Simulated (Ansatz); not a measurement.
Ansatz (a quantum-chemistry and plane-wave program) input (B3LYP/6-31G*):

Ansatz 0.2 input:
```yaml
crystal:
  periodic: [false, false, false]
  atoms:
    - {symbol: C, position_ang: [0.01104902, 0.22398391, 0.96416419]}
    - {symbol: C, position_ang: [-0.00016981, 0.23232096, -0.35405091]}
    - {symbol: F, position_ang: [0.00541438, -0.80169468, 1.78393671]}
    - {symbol: F, position_ang: [0.00753044, 1.34972264, -1.06530170]}
    - {symbol: F, position_ang: [-0.02019762, -0.85223119, -1.12537718]}
basis:
  gaussian:
    orbitals: 6-31G*
hamiltonian:
  xc: {name: B3LYP}
magnetization: {spin_polarized: true, initial_magnetization: 1}
phonons: {temperatures: {t_min: 298.15, t_max: 298.15, t_step: 100}}
```

Output:

```
WARN ansatz: RAYON_NUM_THREADS=1 ignored (pool sized by the plan → 1); use --threads N
Functional definition: B3LYP
integrals: 0.02 GiB planned
735 factors; integrals over basis functions are off by at most 2.8e-4 eV
mean field: 0.34 GiB planned
mean field evaluation 1: about -10218.8203 eV, gradient 1.9e1 eV
mean field evaluation 2: about -10218.8669 eV, gradient 2.0e1 eV
mean field evaluation 4: about -10220.0188 eV, gradient 9.3e-1 eV
mean field evaluation 8: about -10220.0477 eV, gradient 9.8e-2 eV
mean field evaluation 16: about -10220.0480 eV, gradient 1.3e-4 eV
mean field -10220.04798283 eV, -375.5798359717 hartree, gradient 3.3e-5 eV, S^2 0.760565; 1 other end points of the search recorded, 0 dependent functions left out
the calculation of the forces begins
reference -10220.04810524 eV, -375.5798404702 hartree; 20, 19 occupied and 55, 56 virtual orbitals, 735 factors
these checks for a lower state are left out or cut short: stability, starts, cluster_reference, orbital_swaps, neighbouring_geometries, increment
integrals: 0.02 GiB planned
735 factors; integrals over basis functions are off by at most 2.8e-4 eV
mean field: 0.34 GiB planned
mean field -10220.04786437 eV, -375.5798316182 hartree, gradient 2.4e-6 eV, S^2 0.760599; 0 other end points of the search recorded, 0 dependent functions left out
the calculation of the forces begins
reference -10220.04798679 eV, -375.5798361173 hartree; 20, 19 occupied and 55, 56 virtual orbitals, 735 factors
these checks for a lower state are left out or cut short: stability, starts, cluster_reference, orbital_swaps, neighbouring_geometries, increment
integrals: 0.02 GiB planned
735 factors; integrals over basis functions are off by at most 2.8e-4 eV
mean field: 0.34 GiB planned
mean field evaluation 32: about -10220.0479 eV, gradient 9.6e-5 eV
mean field -10220.04786340 eV, -375.5798315826 hartree, gradient 2.0e-6 eV, S^2 0.760531; 0 other end points of the search recorded, 0 dependent functions left out
the calculation of the forces begins
reference -10220.04798579 eV, -375.5798360805 hartree; 20, 19 occupied and 55, 56 virtual orbitals, 735 factors
these checks for a lower state are left out or cut short: stability, starts, cluster_reference, orbital_swaps, neighbouring_geometries, increment
integrals: 0.02 GiB planned
735 factors; integrals over basis functions are off by at most 2.9e-4 eV
mean field: 0.34 GiB planned
mean field -10220.04785467 eV, -375.5798312620 hartree, gradient 3.0e-6 eV, S^2 0.760661; 0 other end points of the search recorded, 0 dependent functions left out
the calculation of the forces begins
reference -10220.04797714 eV, -375.5798357624 hartree; 20, 19 occupied and 55, 56 virtual orbitals, 735 factors
these checks for a lower state are left out or cut short: stability, starts, cluster_reference, orbital_swaps, neighbouring_geometries, increment
integrals: 0.02 GiB planned
735 factors; integrals over basis functions are off by at most 2.8e-4 eV
mean field: 0.34 GiB planned
mean field -10220.04785362 eV, -375.5798312234 hartree, gradient 2.5e-6 eV, S^2 0.760469; 0 other end points of the search recorded, 0 dependent functions left out
the calculation of the forces begins
reference -10220.04797598 eV, -375.5798357199 hartree; 20, 19 occupied and 55, 56 virtual orbitals, 735 factors
these checks for a lower state are left out or cut short: stability, starts, cluster_reference, orbital_swaps, neighbouring_geometries, increment
integrals: 0.02 GiB planned
735 factors; integrals over basis functions are off by at most 2.8e-4 eV
mean field: 0.34 GiB planned
mean field -10220.04780890 eV, -375.5798295798 hartree, gradient 1.6e-6 eV, S^2 0.760548; 0 other end points of the search recorded, 0 dependent functions left out
the calculation of the forces begins
reference -10220.04793133 eV, -375.5798340789 hartree; 20, 19 occupied and 55, 56 virtual orbitals, 735 factors
these checks for a lower state are left out or cut short: stability, starts, cluster_reference, orbital_swaps, neighbouring_geometries, increment
integrals: 0.02 GiB planned
735 factors; integrals over basis functions are off by at most 2.8e-4 eV
mean field: 0.34 GiB planned
mean field -10220.04780643 eV, -375.5798294890 hartree, gradient 1.6e-6 eV, S^2 0.760581; 0 other end points of the search recorded, 0 dependent functions left out
the calculation of the forces begins
reference -10220.04792882 eV, -375.5798339868 hartree; 20, 19 occupied and 55, 56 virtual orbitals, 735 factors
these checks for a lower state are left out or cut short: stability, starts, cluster_reference, orbital_swaps, neighbouring_geometries, increment
integrals: 0.02 GiB planned
735 factors; integrals over basis functions are off by at most 2.8e-4 eV
mean field: 0.34 GiB planned
[...]
integrals: 0.02 GiB planned
735 factors; integrals over basis functions are off by at most 2.9e-4 eV
mean field: 0.34 GiB planned
mean field -10220.04782286 eV, -375.5798300928 hartree, gradient 2.9e-6 eV, S^2 0.760663; 0 other end points of the search recorded, 0 dependent functions left out
the calculation of the forces begins
reference -10220.04794532 eV, -375.5798345931 hartree; 20, 19 occupied and 55, 56 virtual orbitals, 735 factors
these checks for a lower state are left out or cut short: stability, starts, cluster_reference, orbital_swaps, neighbouring_geometries, increment
integrals: 0.02 GiB planned
735 factors; integrals over basis functions are off by at most 2.8e-4 eV
mean field: 0.34 GiB planned
mean field -10220.04789486 eV, -375.5798327388 hartree, gradient 2.8e-6 eV, S^2 0.760543; 0 other end points of the search recorded, 0 dependent functions left out
the calculation of the forces begins
reference -10220.04801726 eV, -375.5798372368 hartree; 20, 19 occupied and 55, 56 virtual orbitals, 735 factors
these checks for a lower state are left out or cut short: stability, starts, cluster_reference, orbital_swaps, neighbouring_geometries, increment
integrals: 0.02 GiB planned
735 factors; integrals over basis functions are off by at most 2.8e-4 eV
mean field: 0.34 GiB planned
mean field -10220.04789540 eV, -375.5798327588 hartree, gradient 2.7e-6 eV, S^2 0.760586; 0 other end points of the search recorded, 0 dependent functions left out
the calculation of the forces begins
reference -10220.04801782 eV, -375.5798372577 hartree; 20, 19 occupied and 55, 56 virtual orbitals, 735 factors
these checks for a lower state are left out or cut short: stability, starts, cluster_reference, orbital_swaps, neighbouring_geometries, increment
integrals: 0.02 GiB planned
735 factors; integrals over basis functions are off by at most 2.8e-4 eV
mean field: 0.34 GiB planned
mean field -10220.04794660 eV, -375.5798346402 hartree, gradient 1.1e-6 eV, S^2 0.760567; 0 other end points of the search recorded, 0 dependent functions left out
the calculation of the forces begins
reference -10220.04806900 eV, -375.5798391383 hartree; 20, 19 occupied and 55, 56 virtual orbitals, 735 factors
these checks for a lower state are left out or cut short: stability, starts, cluster_reference, orbital_swaps, neighbouring_geometries, increment
integrals: 0.02 GiB planned
735 factors; integrals over basis functions are off by at most 2.8e-4 eV
mean field: 0.34 GiB planned
mean field evaluation 96: about -10220.0479 eV, gradient 8.7e-2 eV
mean field -10220.04794746 eV, -375.5798346720 hartree, gradient 2.3e-6 eV, S^2 0.760562; 0 other end points of the search recorded, 0 dependent functions left out
the calculation of the forces begins
reference -10220.04806988 eV, -375.5798391709 hartree; 20, 19 occupied and 55, 56 virtual orbitals, 735 factors
these checks for a lower state are left out or cut short: stability, starts, cluster_reference, orbital_swaps, neighbouring_geometries, increment
integrals: 0.02 GiB planned
735 factors; integrals over basis functions are off by at most 2.8e-4 eV
mean field: 0.34 GiB planned
mean field -10220.04787717 eV, -375.5798320888 hartree, gradient 1.4e-6 eV, S^2 0.760577; 0 other end points of the search recorded, 0 dependent functions left out
the calculation of the forces begins
reference -10220.04799955 eV, -375.5798365862 hartree; 20, 19 occupied and 55, 56 virtual orbitals, 735 factors
these checks for a lower state are left out or cut short: stability, starts, cluster_reference, orbital_swaps, neighbouring_geometries, increment
integrals: 0.02 GiB planned
735 factors; integrals over basis functions are off by at most 2.8e-4 eV
mean field: 0.34 GiB planned
mean field -10220.04787823 eV, -375.5798321278 hartree, gradient 1.2e-6 eV, S^2 0.760552; 0 other end points of the search recorded, 0 dependent functions left out
the calculation of the forces begins
reference -10220.04800067 eV, -375.5798366273 hartree; 20, 19 occupied and 55, 56 virtual orbitals, 735 factors
these checks for a lower state are left out or cut short: stability, starts, cluster_reference, orbital_swaps, neighbouring_geometries, increment
integrals: 0.02 GiB planned
735 factors; integrals over basis functions are off by at most 2.8e-4 eV
mean field: 0.34 GiB planned
mean field -10220.04795068 eV, -375.5798347900 hartree, gradient 1.2e-6 eV, S^2 0.760565; 0 other end points of the search recorded, 0 dependent functions left out
the calculation of the forces begins
reference -10220.04807309 eV, -375.5798392885 hartree; 20, 19 occupied and 55, 56 virtual orbitals, 735 factors
these checks for a lower state are left out or cut short: stability, starts, cluster_reference, orbital_swaps, neighbouring_geometries, increment
integrals: 0.02 GiB planned
735 factors; integrals over basis functions are off by at most 2.8e-4 eV
mean field: 0.34 GiB planned
mean field -10220.04795049 eV, -375.5798347831 hartree, gradient 1.7e-6 eV, S^2 0.760564; 0 other end points of the search recorded, 0 dependent functions left out
the calculation of the forces begins
reference -10220.04807289 eV, -375.5798392815 hartree; 20, 19 occupied and 55, 56 virtual orbitals, 735 factors
these checks for a lower state are left out or cut short: stability, starts, cluster_reference, orbital_swaps, neighbouring_geometries, increment
integrals: 0.02 GiB planned
735 factors; integrals over basis functions are off by at most 2.8e-4 eV
mean field: 0.34 GiB planned
mean field evaluation 128: about -10220.0478 eV, gradient 1.1e-1 eV
mean field -10220.04788714 eV, -375.5798324552 hartree, gradient 1.3e-6 eV, S^2 0.760556; 0 other end points of the search recorded, 0 dependent functions left out
the calculation of the forces begins
reference -10220.04800956 eV, -375.5798369539 hartree; 20, 19 occupied and 55, 56 virtual orbitals, 735 factors
these checks for a lower state are left out or cut short: stability, starts, cluster_reference, orbital_swaps, neighbouring_geometries, increment
integrals: 0.02 GiB planned
735 factors; integrals over basis functions are off by at most 2.8e-4 eV
mean field: 0.34 GiB planned
mean field -10220.04788886 eV, -375.5798325184 hartree, gradient 1.5e-6 eV, S^2 0.760573; 0 other end points of the search recorded, 0 dependent functions left out
the calculation of the forces begins
reference -10220.04801126 eV, -375.5798370166 hartree; 20, 19 occupied and 55, 56 virtual orbitals, 735 factors
these checks for a lower state are left out or cut short: stability, starts, cluster_reference, orbital_swaps, neighbouring_geometries, increment
integrals: 0.02 GiB planned
735 factors; integrals over basis functions are off by at most 2.8e-4 eV
mean field: 0.34 GiB planned
mean field -10220.04795156 eV, -375.5798348226 hartree, gradient 1.9e-6 eV, S^2 0.760564; 0 other end points of the search recorded, 0 dependent functions left out
the calculation of the forces begins
reference -10220.04807397 eV, -375.5798393212 hartree; 20, 19 occupied and 55, 56 virtual orbitals, 735 factors
these checks for a lower state are left out or cut short: stability, starts, cluster_reference, orbital_swaps, neighbouring_geometries, increment
integrals: 0.02 GiB planned
735 factors; integrals over basis functions are off by at most 2.8e-4 eV
mean field: 0.34 GiB planned
mean field -10220.04795203 eV, -375.5798348399 hartree, gradient 2.1e-6 eV, S^2 0.760565; 0 other end points of the search recorded, 0 dependent functions left out
the calculation of the forces begins
reference -10220.04807444 eV, -375.5798393383 hartree; 20, 19 occupied and 55, 56 virtual orbitals, 735 factors
Total energy: -10220.04810524 eV, -375.5798404702 hartree
Atom 0 at     0.011049     0.223984     0.964164 Å, force     0.000001     0.000056     0.000084 eV/Å
Atom 1 at    -0.000170     0.232321    -0.354051 Å, force     0.000007     0.000413     0.000248 eV/Å
Atom 2 at     0.005414    -0.801695     1.783937 Å, force    -0.000002     0.000009    -0.000240 eV/Å
Atom 3 at     0.007530     1.349723    -1.065302 Å, force    -0.000003    -0.000280     0.000046 eV/Å
Atom 4 at    -0.020198    -0.852231    -1.125377 Å, force    -0.000004    -0.000198    -0.000138 eV/Å
Dipole moment:     0.000678     0.011161     0.062861 e Å
Vibrations: 205.81 233.64 470.00 478.17 609.84 925.71 1249.75 1317.57 1861.20 cm⁻¹, zero-point energy 0.455746 eV
```

The blocks after the first are displaced geometries, from whose forces the wavenumbers follow.
